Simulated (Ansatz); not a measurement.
Task: a ladder of methods at one geometry of CH5SSi, SMILES C[SiH2][S], with Ansatz's Python interface. Give the script and its output. Settings (for the species named): MP2, cc-pVDZ basis, multiplicity 2. The script varies method: mp2, ccsd, ccsd_t.

Contents of `ch5ssi.xyz`:
```text
8

C    -0.54180    0.73300   -0.18080
Si    0.41910   -0.74650    0.05360
S     1.78080   -0.42730    1.62300
H    -1.23860    0.64780   -1.00640
H     0.03420    1.63200   -0.47310
H    -1.15580    1.05310    0.70690
H     1.20210   -1.07130   -1.17850
H    -0.40770   -1.87810    0.39940
```

`run_methods.py`
```python
# -*- coding: utf-8 -*-
"""CH5SSi at several levels of theory."""

import logging
import sys

import ansatz as az

logging.basicConfig(stream=sys.stdout, format="%(levelname)s:%(name)s:%(message)s")
log = logging.getLogger("calc")
log.setLevel(logging.INFO)

BASIS = "cc-pVDZ"


def main():
    mol = az.Crystal.molecule_from_extxyz("ch5ssi.xyz")

    calc = mol.calculation()
    calc = calc.basis(gaussian=BASIS).spin("collinear", total=1)

    methods = ["mp2", "ccsd", "ccsd_t"]
    reports = [calc.correlation(m).run(threads=1).report for m in methods]
    log.info(f"Hartree-Fock reference {reports[0]['reference_energy_ev'] / 27.211386246:.6f} Ha")
    best = reports[-1]["free_energy_ev"] - reports[-1]["reference_energy_ev"]
    for method, each in zip(methods, reports):
        gained = each["free_energy_ev"] - each["reference_energy_ev"]
        log.info(f"{method:8s} total {each['free_energy_ev'] / 27.211386246:.6f} Ha  correlation {gained:9.4f} eV  ({100 * gained / best:.1f} % of the last)")


if __name__ == "__main__":
    main()
```

`python run_methods.py` gives:
```text
INFO:calc:Hartree-Fock reference -727.247483 Ha
INFO:calc:mp2      total -727.599480 Ha  correlation   -9.5783 eV  (85.0 % of the last)
INFO:calc:ccsd     total -727.651336 Ha  correlation  -10.9894 eV  (97.6 % of the last)
INFO:calc:ccsd_t   total -727.661423 Ha  correlation  -11.2639 eV  (100.0 % of the last)
```

Notes:
- Total energies depend on the basis set; only differences at equal settings carry meaning.
- The geometry is a force-field or estimated start, not a minimum of this method, and the basis set is short of its limit. A lower total doesn't mark the better method: functionals have no common bound, and MP2 and coupled cluster aren't variational.
- The species is open-shell (spin multiplicity 2).
- Inner cores stay frozen, so this is valence correlation.
- For Al to Cl the sets with a tight d function, cc-pV(X+d)Z, are usual.
- Wall time of the script: 94 s on 1 thread of Arm Neoverse V1, with other jobs on the host, peak memory 0.4 GiB.

(A comment or docstring line of the script was reworded after the run, the code is as it ran; lines on the test bed's own set-up are left out of the output.)
